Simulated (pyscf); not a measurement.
Homolytic dissociation enthalpies at 298 K of Al–O, Ga–O, In–O bonds in 8 gas-phase molecules, in eV. Structures and frequencies: ωB97X-D3(BJ)/def2-SVP in PySCF. MP2 and CC: frozen core, UHF for open shells. ΔMP2 is the change of the MP2 total energy from the triple- to the quadruple-zeta basis. Both columns use the same structures and thermal terms. Rows were drawn at random from the closed-shell molecules with such a bond whose radicals are computed, keep their shape and have no isomer in the data more than 5 kcal/mol lower.

```tsv
row	molecule	radicals	PBE/def2-TZVP	CCSD(T)/def2-TZVPP + ΔMP2(QZVPP)
1	HO–GaH–OH	[HO–GaH]• + OH•	4.51	?
2	H₂N–Ga(OH)–Cl	[H₂N–Ga–Cl]• + OH•	4.45	4.67
3	H₃C–InH–OH	[H₃C–InH]• + OH•	4.03	4.13
4	HO–Ga(Cl)–Cl	OH• + [Cl–Ga–Cl]•	4.26	4.52
5	HO–GaH–F	OH• + [F–GaH]•	4.53	4.74
6	HO–InH–F	OH• + [F–InH]•	3.76	3.89
7	HO–In(Cl)–Cl	OH• + [Cl–In–Cl]•	3.46	3.64
8	H₃C–AlH–OH	[H₃C–AlH]• + OH•	5.52	5.69
```

**Question.** Fit a line that carries the PBE values to the last column and predict row 1.

**Answer.** In the 7 complete rows the last column lies 0.10 to 0.26 eV from PBE (mean 0.18, median 0.18). Least squares gives y = 0.10 + 1.02·x with residuals of 0.05 eV (root mean square). For row 1: 0.10 + 1.02 × 4.51 = 4.70 eV. The computed value is 4.73 eV, 0.03 over the line. The CCSD(T) − MP2 part came from Ansatz, without density fitting, on the same reference. The frozen core leaves the outer d or s,p core shells of the metals and heavy elements correlated in the MP2 and CC values, and def2-TZVPP describes them poorly, which can shift differences by a few kcal/mol. Left out: the spin-orbit lowering of OH. Elements up to Kr have no core potential and no relativistic terms here. Elements past Kr carry the def2 core potentials, without spin-orbit coupling.
